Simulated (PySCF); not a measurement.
hydrogen isocyanide (CHN), SMILES [C-]#[NH+].

Coordinates come from a B3LYP-D3(BJ)/def2-TZVPD optimisation.

Calculation: B3LYP/def2-TZVPD (PySCF).

The molecule is in vacuum.

- total energy = -93.44201 hartree
- point group = C∞v
- highest occupied level = -8.96 eV
- lowest empty level = 0.00 eV
- orbital gap = 8.96 eV
- dipole moment = 3.07 D
- quadrupole, principal values (traceless, Buckingham form, about the centre of nuclear charge) = -0.80, -0.80, 1.59 D·Å
- mean static polarisability = 18.3 bohr³ (2.71 Å³)
- polarisability, principal values = 15.7, 15.7, 23.6 bohr³
